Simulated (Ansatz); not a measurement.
An input meant for Si2H2⁻ (charge -1, doublet).

```yaml
crystal:
  periodic: [false, false, false]
  atoms:
    - {symbol: Si, position_ang: [0.453950, -0.914808, -0.390288]}
    - {symbol: Si, position_ang: [-0.453892, 0.914406, 0.390065]}
    - {symbol: H, position_ang: [1.841340, -1.042011, 0.241789]}
    - {symbol: H, position_ang: [-1.841398, 1.042413, -0.241557]}
basis:
  gaussian: {orbitals: x2c-TZVPPall}
total_charge: -3
magnetization: {spin_polarized: true, initial_magnetization: 1}
hamiltonian: {xc: {name: wPBEh}}
scf: {omitted_lower_state_checks: [starts]}
output: {forces: true}
```

```sh
$ ansatz run in.yaml --threads 4 --pin off --events-out ev --progress --plain --max-ram 3916MiB
```

Output, abridged:

```
Functional definition: wPBEh
722 factors; their error is unknown
54 factors; integrals over basis functions are off by at most 1.6e-6 eV
mean field evaluation 1: about -15791.2274 eV, gradient 3.0e1 eV
mean field evaluation 2: about -15782.8785 eV, gradient 4.9e1 eV
mean field evaluation 4: about -15799.4475 eV, gradient 1.4e0 eV
mean field evaluation 8: about -15799.4631 eV, gradient 2.8e-2 eV
mean field evaluation 16: about -15799.4864 eV, gradient 1.4e-4 eV
mean field -15799.48635081 eV, -580.6204141156 hartree, gradient 3.5e-5 eV, S^2 0.757941; 0 other end points of the search recorded, 0 dependent functions left out
reference -15799.48638186 eV, -580.6204152568 hartree; 17, 16 occupied and 95, 96 virtual orbitals, 722 factors
Total energy: -15799.48638186 eV, -580.6204152568 hartree
Relativity: scalar
Atom 0 at     0.453950    -0.914808    -0.390288 Å, force     0.062781    -2.855411    -1.920091 eV/Å
Atom 1 at    -0.453892     0.914406     0.390065 Å, force    -0.062082     2.855564     1.920571 eV/Å
Atom 2 at     1.841340    -1.042011     0.241789 Å, force     0.713903     0.268562     0.553660 eV/Å
Atom 3 at    -1.841398     1.042413    -0.241557 Å, force    -0.714603    -0.268715    -0.554140 eV/Å
Dipole moment:    -0.000031     0.000009    -0.000009 e Å
Checks for a lower state left out: starts
```

In this input the charge is far from what the species holds (-3 typed, -1 meant). Self-consistency was reached. The result belongs to that input, not to the species as meant.

DK, ANO-RCC and x2c sets are all-electron and run with scalar relativity unless a key says otherwise. A multiply charged anion in the gas phase is held together partly by the finite basis. The highest occupied level of an anion often lies above zero with these methods, and sets without diffuse functions describe the outer electron poorly.
